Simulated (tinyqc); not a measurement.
Stretching all distances: RHF, UHF, MP2, CISD and CCSD against full CI in the sto-3g basis, for H2O, spin multiplicity 1. Computed by the program tinyqc with PySCF. 

Geometry (angstrom):
```
atom       x        y       z
O     0.0000   0.0000  0.0000
H     0.0000   0.7140  0.5270
H     0.0000  -0.7140  0.5270
```

All coordinates are multiplied by the scale. c0^2 is the weight of the RHF determinant in the lowest singlet FCI state (UHF is spin-contaminated and may lie near states of higher spin) and n(LUMO) the first natural occupation beyond the occupied space.

Full CI energy (hartree) and errors against it (kcal/mol):
```
scale  distance 1-2 (angstrom)     E(FCI)      RHF     UHF     MP2    CISD    CCSD  <S^2> UHF   c0^2  n(LUMO)
0.910                    0.808  -74.89458   20.780  20.780   5.265   0.166   0.042      0.000  0.986    0.014
1.080                    0.958  -75.01121   30.888  30.888   8.784   0.441   0.077      0.000  0.974    0.026
1.250                    1.109  -75.00851   45.221  45.221  14.079   1.164   0.151      0.000  0.950    0.052
1.420                    1.260  -74.96166   64.597  64.597  21.459   2.869   0.306      0.000  0.911    0.095
1.600                    1.420  -74.90102   90.940  66.769  31.473   6.562   0.541      0.962  0.847    0.169
1.770                    1.571  -74.84848  121.245  50.932  42.589  12.575   0.529      1.421  0.764    0.268
1.940                    1.722  -74.80676  156.224  33.323  54.447  21.253  -0.664      1.676  0.662    0.392
2.110                    1.872  -74.77765  194.284  19.561  65.744  31.620  -4.482      1.819  0.551    0.528
```

UHF parts from RHF first at scale 1.6 of those listed, where <S^2> leaves zero. The weight c0^2 goes from 0.99 to 0.55 and n(LUMO) from 0.01 to 0.53: static correlation grows as the bonds break into open-shell fragments. The spread of the error along the curve, which distorts its shape, is CCSD 5.0, CISD 31.5, UHF 47.2, MP2 60.5, RHF 173.5 kcal/mol. Below FCI somewhere: CCSD, as non-variational methods may be.
